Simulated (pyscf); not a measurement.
H₃C–CH•–F (SMILES C[CH]F) + HF (SMILES F) -> H₃C–CH(F)–F (SMILES CC(F)F) + H• (SMILES [H]) (concerted two-bond exchange; doublet surface; C–H, F–H broken, C–F, C–H formed). Structures and frequencies: ωB97X-D3(BJ)/def2-SVP in PySCF. Energies in kcal/mol from the separated reactants.

```
level                   barrier  reaction energy
----------------------  -------  ---------------
PBE/def2-TZVP               [?]            +14.0
r²SCAN/def2-TZVP           52.1            +16.0
B3LYP-D3(BJ)/def2-TZVP     56.4            +17.2
PBE0-D3(BJ)/def2-TZVP       [?]              [?]
ωB97M-D3(BJ)/def2-TZVP     58.7            +14.0
HF/def2-TZVP               83.7            +13.7
```

Complete the blanks.


- PBE/def2-TZVP, barrier: 48.4
- PBE0-D3(BJ)/def2-TZVP, barrier: 55.7
- PBE0-D3(BJ)/def2-TZVP, reaction energy: +14.1

The functionals in the table span 10.3 kcal/mol in this barrier, from PBE to ωB97M-D3(BJ). On the reactant side the descent ends in a complex, 4.5 kcal/mol under the separated species and 63.6 kcal/mol under the saddle at ωB97X-D3(BJ)/def2-TZVP. The same reactants have a lower exit, to H₂C=CH–F + H• + HF (no saddle counted: cutting one bond, which may have a small barrier of its own, costs +41.3 kcal/mol at ωB97M-D3(BJ), against +58.7 kcal/mol here). Another saddle between the same species, by other bonds, lies lower (48.3 kcal/mol against 58.7 kcal/mol at ωB97M-D3(BJ)).
